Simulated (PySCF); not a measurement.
nitrogen (N2), SMILES N#N.

Coordinates come from a B3LYP-D3(BJ)/def2-TZVPD optimisation.

Lowest vertical singlet excitation by several levels in PySCF, with rough processor times relative to the cheapest run on one machine. Each run also gave further roots (ADC and EOM-CCSD ionised and attached states too); roots are paired by order and the bases differ. EOM-CCSD serves as a yardstick, not as the true value; all levels that ended soundly for this molecule are listed, with differences from unrounded values.

```csv
level,relative cost,S1 (eV),S1 minus EOM-CCSD (eV)
ADC(2)/aug-cc-pVDZ,1,9.70,0.06
EOM-CCSD/aug-cc-pVDZ,3,9.63,0.00
TDDFT-ωB97X/def2-TZVPD,3,9.45,-0.18
TDA-M06-2X/def2-TZVPD,8,8.79,-0.84
```

Q: Which is the cheapest level here that lands within 0.5 eV of EOM-CCSD?

A: ADC(2)/aug-cc-pVDZ, at about 30 % of the cost of EOM-CCSD.
